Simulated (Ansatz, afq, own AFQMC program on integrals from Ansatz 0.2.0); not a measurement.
# Atomization energy of GeNH2, quartet

```xyz
4

Ge    0.0000    0.0000    0.4319
N     0.0000    0.0000   -1.8834
H     0.0000    0.8309   -2.4773
H     0.0000   -0.8309   -2.4773
```

Connectivity, by distances: Ge–NH2.

Atoms in their ground-state spins without spin–orbit coupling (mostly on UHF) minus the molecule (UHF), without zero-point energy. The geometry is a stationary point, not shown to be a minimum.

Basis cc-pVTZ. Noble-gas cores (and the filled d shells of Ga–Kr and In–Xe) are frozen. Integrals, coupled cluster, full CI and functionals: Ansatz 0.2.0; the random walks run on the same integrals in our own AFQMC program. ph-AFQMC/CISD is guided by a CISD state made of CCSD amplitudes; releasing the constraint for a short imaginary time cuts its bias at the price of noise, slowly where states lie close. Uncertainties: one standard error, sampling alone. No spin–orbit coupling. The errors of all members are added in quadrature.

No full CI on the walks' own integrals is used here. The released AFQMC energy serves as the reference, which it does only where one determinant dominates, the energy is flat over the last release times and near the phaseless one (40 meV or 2 meV an electron, half that with transition metals). On small molecules, where full CI could be run and the noise was under 10 meV, such values lay within 10 meV of it in 19 cases of 20, a flattering rate, since the rule was set on those same cases; what remains of the bias isn't in the error bar. Each member takes its own surest rung, up to full CI.

Errors are counted within cc-pVTZ, not against nature.

Cautions: inner d shell frozen; no relativity below Rb; no spin-orbit coupling; GeNH₂ (quartet): lower spins were not checked, the released value is read at 1.50 1/Eh (meV from the phaseless value at times in 1/Eh: -4 ± 4 at 0.24, -4.7 ± 2.1 at 0.50, -11 ± 3 at 1.00, -9 ± 5 at 1.50).

Reference (AFQMC with the constraint released): 187.6 ± 0.1 kcal/mol.

```json
{"level": "HF", "atomization energy (kcal/mol)": "124.9", "error against released AFQMC (kcal/mol)": "-62.6 ± 0.1"}
{"level": "MP2", "atomization energy (kcal/mol)": "184.4", "error against released AFQMC (kcal/mol)": "-3.2 ± 0.1"}
{"level": "CCSD", "atomization energy (kcal/mol)": "184.4", "error against released AFQMC (kcal/mol)": "-3.2 ± 0.1"}
{"level": "CCSD(T)", "atomization energy (kcal/mol)": "187.4", "error against released AFQMC (kcal/mol)": "-0.2 ± 0.1"}
{"level": "ph-AFQMC/HF", "atomization energy (kcal/mol)": "188.3 ± 0.7", "error against released AFQMC (kcal/mol)": "0.8 ± 0.7"}
{"level": "ph-AFQMC/CISD", "atomization energy (kcal/mol)": "187.5 ± 0.1", "error against released AFQMC (kcal/mol)": "-0.1 ± 0.2"}
```

Correlation beyond CCSD(T) changes it by less than twice the noise. The perturbative (T) step is worth +3.0 kcal/mol.

A walk keeps the symmetry of its determinant, which the program's search chose and which needn't be the lowest solution, so a lower state of the same spin and another symmetry isn't excluded. Released energies are given only where the last usable release times agree within the noise; a slower fall can still hide under it.
